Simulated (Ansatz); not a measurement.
`CC=C(C)C` + H₂ → isobutene + CH₄ at 700 K and 1 bar (hydrogenolysis of a C–C bond).

Isolated molecules relaxed with PBE0-D4/def2-TZVP in Ansatz; ΔE leaves out vibrations. CBS: MP2 limit from def2 TZ/QZ plus the TZ coupled-cluster correction, frozen cores. This one scheme is used for every species.

```tsv
species	CCSD(T)/CBS energy (Eh)	H − E (kJ/mol)	S (J/(mol·K))
`CC=C(C)C`	-196.27428	442.3	463.3
H₂	-1.17544	46.8	155.3
`C=C(C)C`	-157.01236	350.9	393.9
CH₄	-40.46206	145.9	224.0
```

H − E and S are ideal-gas, rigid-rotor, harmonic terms from PBE0-D4/def2-TZVP. The MP2-based limit puts H₂ 0.8 mEh under its directly extrapolated value; such offsets cancel only in part. 1 Eh = 2625.50 kJ/mol, R = 8.31446 J/(mol·K).

Question: By hand: ΔE, ΔH, ΔS and ΔG.

Answer: ΔE = (-157.01236) + (-40.46206) − (-196.27428) − (-1.17544) = -0.02470 Eh = -64.8 kJ/mol. Δ(H − E) = 350.9 + 145.9 − 442.3 − 46.8 = 7.7, so ΔH = -57.1 kJ/mol. ΔS = 393.9 + 224.0 − 463.3 − 155.3 = -0.7 J/(mol·K). ΔG = -57.1 − 700 × (-0.7)/1000 = -56.6 kJ/mol.

Question: By hand: the equilibrium constant, and the temperature at which ΔG would vanish if ΔH and ΔS stayed fixed.

Answer: log₁₀ K = −ΔG/(RT ln 10) = 4.2. ΔG = 0 at ΔH/ΔS = 81571 K, far beyond where these terms or the molecules hold.

The number of gas molecules stays the same, so ΔS is small and ΔH decides. A doubt of 5 kJ/mol in ΔE shifts log₁₀ K by 0.4 here. These are equilibria of isolated gas molecules and say nothing of rates. Largest T1 diagnostic: 0.010 (customary marks: 0.02 for closed shells, 0.045 for open ones).
